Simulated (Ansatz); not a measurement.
# SiH₅ (doublet): wave-function methods side by side at distance Si1–H5 along a hydrogen transfer = 1.904 Å, cc-pVTZ

One table from this session's results is given with a row withheld; the runs are named, their logs left out.

Computed with Ansatz 0.2.0, Gaussian basis. Level: cc-pVTZ, core rule «outside noble gas», up to 5 orbitals frozen.

The runs, in order: UHF; CCSD(T) on ROHF; CCSD(T) on UHF; BCCD(T) on ROHF; CISD; CCSDT(Q) on ROHF; CCSDT(Q) on UHF; CASSCF and NEVPT2, 3 electrons in 3 orbitals; CASSCF and NEVPT2, 9 electrons in 9 orbitals.

### What is computed

The geometry derives from fragments relaxed apart (PBE0/def2-TZVP) and kept rigid, so it is no stationary point. A hydrogen atom is moved between rigid fragments.

6 atoms, charge 0, spin multiplicity 2.

Atoms are counted from 1 here; the program's logs count them from 0.

Bond lengths: Si1–H2 1.485 Å, Si1–H3 1.485 Å, Si1–H4 1.485 Å. Angles: H2–Si1–H3 109.5°, H2–Si1–H4 109.5°, H3–Si1–H4 109.5°.

As a file:

```
Si   -0.0985    0.0000    0.0000
H    -0.5933    1.3997    0.0000
H    -0.5933   -0.6999    1.2122
H    -0.5933   -0.6999   -1.2122
H     1.8055    0.0000    0.0000
H     2.7185    0.0000    0.0000
```

Set-up of the first run:

in.yaml

```yaml
crystal:
  periodic: [false, false, false]
  atoms:
    - {symbol: Si, position_ang: [-0.098477, 0.000000, 0.000000]}
    - {symbol: H, position_ang: [-0.593349, 1.399708, 0.000000]}
    - {symbol: H, position_ang: [-0.593349, -0.699854, 1.212183]}
    - {symbol: H, position_ang: [-0.593349, -0.699854, -1.212183]}
    - {symbol: H, position_ang: [1.805523, 0.000000, 0.000000]}
    - {symbol: H, position_ang: [2.718523, 0.000000, 0.000000]}
basis:
  gaussian: {orbitals: cc-pVTZ}
magnetization: {spin_polarized: true, initial_magnetization: 1}
hamiltonian: {xc: hf}
output: {orbitals: {seedname: orbitals}}
```

The run is started by

```console
$ ansatz run in.yaml --threads 1 --pin off --events-out ev --progress --plain --max-ram 2816MiB --backend cpu
```

Among the steps run: UHF; CCSD(T) on ROHF; CCSD(T) on UHF; BCCD(T) on ROHF; CISD; CCSDT(Q) on ROHF; CCSDT(Q) on UHF; CASSCF and NEVPT2, 3 electrons in 3 orbitals; CASSCF and NEVPT2, 9 electrons in 9 orbitals.

One of the session's tables, all rows but one given; the rest of the session is left out.

It belongs to the step «Misses and costs». 

```
        method  from UCCSDT(Q) (meV)
          ROHF               +5519.2
           UHF               +5337.1
          RMP2               +1103.7
          UMP2               +1118.1
          CISD                +499.2
         RCCSD                +157.1
         UCCSD                +154.5
      RCCSD(T)                 +29.1
      UCCSD(T)                 +29.8
       BCCD(T)                 +29.2
        RCCSDT                     ?
        UCCSDT                  +3.6
     RCCSDT(Q)                  +0.8
     UCCSDT(Q)                     0
   CASSCF pair               +4865.4
   NEVPT2 pair               +1059.5
CASSCF valence               +3678.8
NEVPT2 valence               +1108.2
```

**Question.** Estimate the row for RCCSDT.

**Answer.** from UCCSDT(Q) (meV): +4.2. In the column «from UCCSDT(Q) (meV)» it lies between UCCSDT (+3.6) and RCCSD(T) (+29.1).

To keep in mind: Restricted and unrestricted rows rest on different reference determinants; where their highest levels disagree by more than a few hundredths of an eV, they describe different states and don't form one ladder.
